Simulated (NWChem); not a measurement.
**Polarisability of chloromethane (CH3Cl)**

```
C
H 1 1.1057
H 1 1.1057 2 109.81
H 1 1.1057 2 109.81 3 -120.84
Cl 1 1.7911 2 109.13 3 119.58
```
Charge 0, spin multiplicity 1.

Program: NWChem. The geometry was optimised at PBE/def2-SVP, a minimum by its harmonic frequencies.

Basis set: 6-31G*. The field's frequency is 0.0773 Ha (589 nm). This basis has no diffuse functions, which lowers polarisabilities.

```json
[
 {"method": "LDA (SVWN5)", "isotropic polarisability (bohr³)": "20.92", "difference from CCSD linear response": "+0.54"},
 {"method": "PBE", "isotropic polarisability (bohr³)": "20.83", "difference from CCSD linear response": "+0.46"},
 {"method": "HF", "isotropic polarisability (bohr³)": "20.69", "difference from CCSD linear response": "+0.31"},
 {"method": "CCSD linear response", "isotropic polarisability (bohr³)": "20.37", "difference from CCSD linear response": "0.00"},
 {"method": "B3LYP", "isotropic polarisability (bohr³)": "20.71", "difference from CCSD linear response": "+0.34"}
]
```

The values span 0.54 bohr³, from CCSD linear response (lowest) to LDA (SVWN5) (highest). 

The correlated methods keep 6 core orbitals frozen. B3LYP has NWChem's definition, with VWN1-RPA local correlation. The Pople sets run with spherical d functions. No row is a measurement; the coupled-cluster row has its own basis-set and correlation limits.
